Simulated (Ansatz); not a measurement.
**SiC+ (doublet): from Hartree-Fock to the top rungs at distance Si1–C2 = 4.916 Å, cc-pVDZ**

An exercise on one series of results from a longer session: the logs are not shown, and one member is left open.

Program: Ansatz 0.2.0, Gaussian basis. Level of theory: cc-pVDZ, core rule «outside noble gas», up to 6 orbitals frozen. These are calculated values, not measurements.

The runs, in order: UHF; CCSD(T) on UHF; BCCD(T) on ROHF; CISD; CCSDT(Q) on ROHF; CCSDT(Q) on UHF; CASSCF and MRCISD+Q, 3 electrons in 3 orbitals; CASSCF and NEVPT2, 3 electrons in 3 orbitals; CASSCF and MRCISD+Q, 7 electrons in 8 orbitals; CASSCF and NEVPT2, 7 electrons in 8 orbitals.

22 further runs of the same task are left out: 2 for a known fault of the program, 15 that didn't finish, 5 set aside as unsound or not needed.

## What is computed

The geometry derives from a PBE0/def2-TZVP stationary point (not a proven minimum). One bond is set to the value named and the two fragments are kept rigid.

2 atoms, charge 1, spin multiplicity 2.

Atoms are counted from 1 here; the program's logs count them from 0.

No contacts short enough for the rule that draws bonds.

Set-up of the first run:

in.yaml

```yaml
crystal:
  periodic: [false, false, false]
  atoms:
    - {symbol: Si, position_ang: [0.000000, 0.000000, 0.000000]}
    - {symbol: C, position_ang: [0.000000, 0.000000, 4.916000]}
basis:
  gaussian: {orbitals: cc-pVDZ}
total_charge: 1
magnetization: {spin_polarized: true, initial_magnetization: 1}
hamiltonian: {xc: hf}
output: {orbitals: {seedname: orbitals}}
```

On the command line:

```bash
$ ansatz run in.yaml --threads 1 --pin off --events-out ev --progress --plain --max-ram 2393MiB
```

Steps of the session up to this table: UHF; CCSD(T) on UHF; BCCD(T) on ROHF; CISD; CCSDT(Q) on ROHF; CCSDT(Q) on UHF; CASSCF and MRCISD+Q, 3 electrons in 3 orbitals; CASSCF and NEVPT2, 3 electrons in 3 orbitals; CASSCF and MRCISD+Q, 7 electrons in 8 orbitals; CASSCF and NEVPT2, 7 electrons in 8 orbitals.

One of the session's tables, all rows but one given; the rest of the session is left out.

It belongs to the step «Misses and costs». 

| method | from UCCSDT(Q) (kcal/mol) |
| --- | --- |
| UHF | +80.52 |
| UMP2 | +26.18 |
| UCCSD | +1.40 |
| UCCSD(T) | +0.41 |
| BCCD(T) | +0.75 |
| UCCSDT | +0.02 |
| UCCSDT(Q) | 0 |
| CASSCF pair | +85.73 |
| NEVPT2 pair | +25.32 |
| MRCISD pair | +5.96 |
| MRCISD+Q pair | ? |
| CASSCF valence | +56.96 |
| NEVPT2 valence | +15.42 |
| MRCISD valence | +2.79 |
| MRCISD+Q valence | -0.26 |

Q: Estimate the row for MRCISD+Q pair from the others.

**Answer.** from UCCSDT(Q) (kcal/mol): -1.95. In the column «from UCCSDT(Q) (kcal/mol)» it is the lowest.

Not comparable, so not listed: CISD; CCSDT(Q) on ROHF (they don't share determinant, frozen orbitals or solution with the rows shown, or repeat one).

To keep in mind: The determinant is far from a pure spin state, so its energy mixes those of several spin states (harmless only where they are near-degenerate, as at dissociation). The report flags that the cluster equations may have other roots. The program flags BCCD(T) as in doubt, so those rows may rest on another solution; read them beside their warnings.
